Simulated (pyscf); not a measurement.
Thermochemistry of product channels of GeH₂ [singlet] + HC≡CH on the singlet surface, in kcal/mol, from ωB97M-D3(BJ)/def2-TZVP energies (ideal gas, 1 atm, RRHO with modes under 100 cm⁻¹ raised to 100, one conformer, R ln 2 for rigid chiral ones). PySCF, gas phase, ωB97X-D3(BJ)/def2-SVP geometries.

```
products                                     ΔE  ΔH(298 K)  ΔG(600 K)  ΔG(900 K)
----------------------------------------  -----  ---------  ---------  ---------
cyclic C₂H₄Ge (SMILES [CH]1=[CH][GeH2]1)    ___      -25.3       -3.9        ___
H₂C=CH–GeH: [singlet]                     -46.7      -41.9      -23.4      -14.0
```

Complete the blanks.


- cyclic C₂H₄Ge (SMILES [CH]1=[CH][GeH2]1), ΔE: -28.0
- cyclic C₂H₄Ge (SMILES [CH]1=[CH][GeH2]1), ΔG(900 K): +6.9

The channel to cyclic C₂H₄Ge (SMILES [CH]1=[CH][GeH2]1) turns unfavourable between 298 and 1200 K (ΔG from -14.7 kcal/mol to +17.4 kcal/mol).

These are energies of the channels, which say nothing of barriers. Elements up to Kr have no core potential and no relativistic terms here.
